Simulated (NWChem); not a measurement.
System: acetonitrile (C₂H₃N); SMILES N#CC

Excerpt of the output:

```
             Northwest Computational Chemistry Package (NWChem) 7.3.0
             --------------------------------------------------------

                             Geometry "geometry" -> ""
                             -------------------------

 Output coordinates in angstroms (scale by  1.889725989 to convert to a.u.)

  No.       Tag          Charge          X              Y              Z
 ---- ---------------- ---------- -------------- -------------- --------------
    1 C                    6.0000     0.00000000     0.00000000    -1.16253400
    2 C                    6.0000     0.00000000     0.00000000     0.29067300
    3 N                    7.0000     0.00000000     0.00000000     1.44756300
    4 H                    1.0000     1.01959300     0.15551300    -1.54297900
    5 H                    1.0000    -0.37511800    -0.96075000    -1.54297900
    6 H                    1.0000    -0.64447500     0.80523700    -1.54297900

 Effective nuclear repulsion energy (a.u.)      58.4295723247

  xc_inp: hfexch multiplicative factor not found.
                              NWChem Property Module
                              ----------------------

  itol2e modified to match energy
  convergence criterion.

                                 NWChem DFT Module
                                 -----------------

 Summary of "ao basis" -> "ao basis" (spherical)
 ------------------------------------------------------------------------------
       Tag                 Description            Shells   Functions and Types
 ---------------- ------------------------------  ------  ---------------------
 C                          pcsseg-1                 7       17   3s3p1d
 N                          pcsseg-1                 7       17   3s3p1d
 H                          pcsseg-1                 3        5   2s1p

  itol2e modified to match energy
  convergence criterion.

            General Information
            -------------------
          SCF calculation type: DFT
          Wavefunction type:  closed shell.
          No. of atoms     :     6
          No. of electrons :    22
           Alpha electrons :    11
            Beta electrons :    11
          Charge           :     0
          Spin multiplicity:     1
          Use of symmetry is: off; symmetry adaption is: off
          Maximum number of iterations: 150
          AO basis - number of functions:    66
                     number of shells:    30
          Convergence on energy requested:  1.00D-07
          Convergence on density requested:  1.00D-05
          Convergence on gradient requested:  5.00D-04

              XC Information
              --------------
                     Hartree-Fock (Exact) Exchange  1.000

      Superposition of Atomic Density Guess
      -------------------------------------

 Sum of atomic energies:        -131.08878955

      Non-variational initial energy
      ------------------------------

 Total energy =    -132.539399
 1-e energy   =    -290.883764
 2-e energy   =      99.914792
 HOMO         =      -0.420836
 LUMO         =       0.051246

   convergence    iter        energy       DeltaE   RMS-Dens  Diis-err
 ---------------- ----- ----------------- --------- --------- ---------
 d= 0,ls=0.0,diis     1   -131.8254340569 -1.90D+02  9.94D-03  5.10D-01
 d= 0,ls=0.0,diis     2   -131.8596084936 -3.42D-02  4.79D-03  4.19D-01
 d= 0,ls=0.0,diis     3   -131.9028347479 -4.32D-02  1.44D-03  5.13D-03
 d= 0,ls=0.0,diis     4   -131.9041985944 -1.36D-03  3.38D-04  2.37D-04
 d= 0,ls=0.0,diis     5   -131.9042575500 -5.90D-05  1.00D-04  3.00D-05
  Resetting Diis
 d= 0,ls=0.0,diis     6   -131.9042629735 -5.42D-06  2.30D-05  2.93D-06
 d= 0,ls=0.0,diis     7   -131.9042634002 -4.27D-07  3.79D-06  1.08D-07
 d= 0,ls=0.0,diis     8   -131.9042634140 -1.38D-08  1.52D-06  2.77D-08

         Total DFT energy =     -131.904263413966
      One electron energy =     -292.988194059073
           Coulomb energy =      120.597867160064
    Exchange-Corr. energy =      -17.943508839683
 Nuclear repulsion energy =       58.429572324726

 Numeric. integr. density =        0.000000000000

                       DFT Final Molecular Orbital Analysis
                       ------------------------------------

 Vector    9  Occ=2.000000D+00  E=-5.581978D-01
              MO Center=  1.6D-09, -3.3D-09,  1.5D+00, r^2= 1.2D+00
   Bfn.  Coefficient  Atom+Function         Bfn.  Coefficient  Atom+Function
  ----- ------------  ---------------      ----- ------------  ---------------
    43      0.374940  3 N  pz                37      0.314364  3 N  s
    46      0.303724  3 N  pz                36      0.251110  3 N  s
    26     -0.206740  2 C  pz                40      0.187938  3 N  pz
    19     -0.117759  2 C  s                  9      0.116733  1 C  pz
    23     -0.110084  2 C  pz                35     -0.109020  3 N  s

 Vector   10  Occ=2.000000D+00  E=-4.627430D-01
              MO Center= -1.8D-02,  3.0D-02,  7.0D-01, r^2= 1.8D+00
   Bfn.  Coefficient  Atom+Function         Bfn.  Coefficient  Atom+Function
  ----- ------------  ---------------      ----- ------------  ---------------
    42     -0.246115  3 N  py                41      0.226529  3 N  px
    25     -0.214192  2 C  py                24      0.197147  2 C  px
    45     -0.197361  3 N  py                44      0.181656  3 N  px
    28     -0.175460  2 C  py                27      0.161498  2 C  px
    62      0.156693  6 H  s                 39     -0.114239  3 N  py

 Vector   11  Occ=2.000000D+00  E=-4.627430D-01
              MO Center=  1.8D-02, -3.0D-02,  7.0D-01, r^2= 1.8D+00
   Bfn.  Coefficient  Atom+Function         Bfn.  Coefficient  Atom+Function
  ----- ------------  ---------------      ----- ------------  ---------------
    41      0.246115  3 N  px                42      0.226529  3 N  py
    24      0.214192  2 C  px                25      0.197147  2 C  py
    44      0.197361  3 N  px                45      0.181656  3 N  py
    27      0.175460  2 C  px                28      0.161498  2 C  py
    57      0.141117  5 H  s                 52     -0.130284  4 H  s

 Vector   12  Occ=0.000000D+00  E= 1.383621D-01
              MO Center= -1.1D-07,  2.1D-07, -1.5D+00, r^2= 5.0D+00
   Bfn.  Coefficient  Atom+Function         Bfn.  Coefficient  Atom+Function
  ----- ------------  ---------------      ----- ------------  ---------------
     3      1.488167  1 C  s                 53     -0.966449  4 H  s
    58     -0.966449  5 H  s                 63     -0.966449  6 H  s
    12     -0.652160  1 C  pz                29     -0.589058  2 C  pz
    37      0.548137  3 N  s                 46     -0.150107  3 N  pz
     2      0.131685  1 C  s                  1     -0.111574  1 C  s

 Vector   13  Occ=0.000000D+00  E= 1.763139D-01
              MO Center= -2.1D-01,  3.6D-01, -8.0D-01, r^2= 4.8D+00
   Bfn.  Coefficient  Atom+Function         Bfn.  Coefficient  Atom+Function
  ----- ------------  ---------------      ----- ------------  ---------------
    63      1.663620  6 H  s                 53     -0.939830  4 H  s
    58     -0.723791  5 H  s                 11     -0.718813  1 C  py
    10      0.669365  1 C  px                45      0.307849  3 N  py
    44     -0.286671  3 N  px                28     -0.268211  2 C  py
    27      0.249760  2 C  px                25     -0.156162  2 C  py

 Vector   14  Occ=0.000000D+00  E= 1.763139D-01
              MO Center=  2.1D-01, -3.6D-01, -8.0D-01, r^2= 4.8D+00
   Bfn.  Coefficient  Atom+Function         Bfn.  Coefficient  Atom+Function
  ----- ------------  ---------------      ----- ------------  ---------------
    58     -1.503103  5 H  s                 53      1.378373  4 H  s
    10     -0.718813  1 C  px                11     -0.669365  1 C  py
    44      0.307849  3 N  px                45      0.286671  3 N  py
    27     -0.268211  2 C  px                28     -0.249760  2 C  py
    24     -0.156162  2 C  px                25     -0.145420  2 C  py

     Multipole analysis of the density
     ---------------------------------

     L   x y z        total         alpha         beta         nuclear
     -   - - -        -----         -----         ----         -------
     0   0 0 0     -0.000000    -11.000000    -11.000000     22.000000

     1   1 0 0      0.000000      0.000000      0.000000      0.000000
     1   0 1 0     -0.000000     -0.000000     -0.000000      0.000000
     1   0 0 1     -1.651676     -1.083632     -1.083632      0.515589

     2   2 0 0    -13.335955     -9.517029     -9.517029      5.698102
     2   1 1 0     -0.000001      0.000001      0.000001     -0.000002
     2   1 0 1     -0.000000     -0.000000     -0.000000     -0.000000
     2   0 2 0    -13.335955     -9.517029     -9.517029      5.698103
     2   0 1 1      0.000000      0.000000      0.000000      0.000000
     2   0 0 2    -15.976742    -62.315472    -62.315472    108.654201

          -----------------------------------------
          Chemical Shielding Tensors (GIAO, in ppm)
          -----------------------------------------

                                NWChem CPHF Module
                                ------------------

  scftype          =     RHF
  nclosed          =       11
  nopen            =        0
  variables        =      605
  # of vectors     =        3
  tolerance        = 0.10D-03
  level shift      = 0.00D+00
  max iterations   =       50
  max subspace     =       30

 SCF residual:    1.3351027932974628E-004

Iterative solution of linear equations
  No. of variables      605
  No. of equations        3
  Maximum subspace       30
        Iterations       50
       Convergence  1.0D-04

   iter   nsub   residual    time
   ----  ------  --------  ---------
     1      3    7.76D-01       7.7
     2      6    1.88D-01       8.2
     3      9    3.87D-02       8.6
     4     12    6.03D-03       9.0
     5     15    4.97D-04       9.4
     6     18    7.68D-05      10.0

      Atom:    1  C
        Diamagnetic
    241.4880      0.0000     -0.0000
      0.0000    241.4880     -0.0000
     -0.0000     -0.0000    260.5604

        Paramagnetic
    -56.8915     -0.0000      0.0000
     -0.0000    -56.8915     -0.0000
      0.0000     -0.0000    -61.1383

        Total Shielding Tensor
    184.5965     -0.0000      0.0000
     -0.0000    184.5965     -0.0000
      0.0000     -0.0000    199.4221

           isotropic =     189.5384
          anisotropy =      14.8256

          Principal Components and Axis System
                 1           2           3
              199.4221    184.5965    184.5965

      1         0.0000      0.7715      0.6362
      2        -0.0000     -0.6362      0.7715
      3         1.0000     -0.0000      0.0000

      Atom:    2  C
        Diamagnetic
    250.3931      0.0000     -0.0000
      0.0000    250.3931      0.0000
     -0.0000      0.0000    285.3055

        Paramagnetic
   -302.6503      0.0000     -0.0000
      0.0000   -302.6503      0.0000
     -0.0000      0.0000     11.3528

        Total Shielding Tensor
    -52.2572      0.0000     -0.0000
      0.0000    -52.2572      0.0000
     -0.0000      0.0000    296.6583

           isotropic =      64.0480
          anisotropy =     348.9156

          Principal Components and Axis System
                 1           2           3
              296.6583    -52.2572    -52.2572

      1        -0.0000      0.7537      0.6572
      2         0.0000     -0.6572      0.7537
      3         1.0000      0.0000     -0.0000

      Atom:    3  N
        Diamagnetic
    334.6482     -0.0000     -0.0000
     -0.0000    334.6482      0.0000
     -0.0000      0.0000    342.2392

        Paramagnetic
   -557.4039     -0.0000      0.0000
     -0.0000   -557.4039     -0.0000
      0.0000     -0.0000    -36.3754

        Total Shielding Tensor
   -222.7557     -0.0000      0.0000
     -0.0000   -222.7557     -0.0000
      0.0000     -0.0000    305.8638

           isotropic =     -46.5492
          anisotropy =     528.6195

          Principal Components and Axis System
                 1           2           3
              305.8638   -222.7557   -222.7557

      1         0.0000      0.2232      0.9748
      2        -0.0000      0.9748     -0.2232
      3         1.0000      0.0000     -0.0000

      Atom:    4  H
        Diamagnetic
     34.2265      1.8959     -6.5637
      1.8959     22.0856     -1.0011
     -6.5637     -1.0011     29.0888

        Paramagnetic
     -0.5033     -0.5778      2.3192
     -0.5778      3.1966      0.3537
      2.3192      0.3537      1.2520

        Total Shielding Tensor
     33.7232      1.3181     -4.2445
      1.3181     25.2821     -0.6474
     -4.2445     -0.6474     30.3408

           isotropic =      29.7820
          anisotropy =      10.5044

          Principal Components and Axis System
                 1           2           3
               36.7850     27.4800     25.0811

      1         0.8227      0.5481     -0.1508
      2         0.1255      0.0836      0.9886
      3        -0.5545      0.8322     -0.0000
```

Level: Hartree-Fock/pcSseg-1, GIAO. All runs use the structure optimised with PBE0/def2-SVP. The printed shielding anisotropy is the first printed principal value minus the mean of the other two.

Question: Reconstruct the input file.

Answer: One answer among several that fit: the input that was run:
```
start job
memory heap 200 mb stack 900 mb global 1100 mb
geometry units angstroms noautosym nocenter noautoz
  C      0.000000     0.000000    -1.162534
  C      0.000000     0.000000     0.290673
  N      0.000000     0.000000     1.447563
  H      1.019593     0.155513    -1.542979
  H     -0.375118    -0.960750    -1.542979
  H     -0.644475     0.805237    -1.542979
end
basis spherical
  * library pcsseg-1
end
dft
  xc hfexch
  iterations 150
end
property
  shielding 4 1 2 3 4
end
task dft property
```
